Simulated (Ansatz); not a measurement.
Input file:

```yaml
crystal:
  periodic: [false, false, false]
  atoms:
    - {symbol: Cl, position_ang: [0.000000, 0.000000, 0.378560]}
    - {symbol: F, position_ang: [0.000000, 0.000000, -1.256582]}
    - {symbol: F, position_ang: [0.000000, 1.714544, 0.275074]}
    - {symbol: F, position_ang: [0.000000, -1.714544, 0.275074]}
basis:
  gaussian: {orbitals: "cc-pV(D+d)Z.json"}
hamiltonian: {xc: {name: PBE}}
correlation: {method: rpa, electrons: outside_noble_gas}
```

```sh
$ ansatz run in.yaml --threads 1 --pin off --events-out ev --progress --plain --max-ram 4096MiB --backend cpu
```

Log:

```
630 factors; integrals over basis functions are off by at most 8.6e-4 eV
mean field evaluation 1: about -20649.4873 eV, gradient 5.8e1 eV
mean field evaluation 2: about -20649.4840 eV, gradient 5.8e1 eV
mean field evaluation 4: about -20652.0295 eV, gradient 4.3e1 eV
mean field evaluation 8: about -20655.1925 eV, gradient 5.0e-1 eV
mean field evaluation 16: about -20655.1920 eV, gradient 3.8e-5 eV
mean field evaluation 32: about -20613.8876 eV, gradient 4.2e1 eV
mean field -20655.19202792 eV, -759.0643064339 hartree, gradient 3.6e-6 eV, S^2 0.000000; 0 other end points of the search recorded, 0 dependent functions left out
8 core orbitals not correlated: weight in the atoms' cores, before any rotation towards them, 1.000 or more for the frozen orbitals, at most 0.000 for the correlated occupied ones
reference -20611.61306333 eV, -757.4628090241 hartree; 14, 14 occupied and 43, 43 virtual orbitals, 630 factors
Total energy: -20641.89583498 eV, -758.5756803561 hartree
```

Ran on 1 thread of AMD EPYC 7R13, shared host: 1.4 s wall, 0.15 GiB peak host memory.
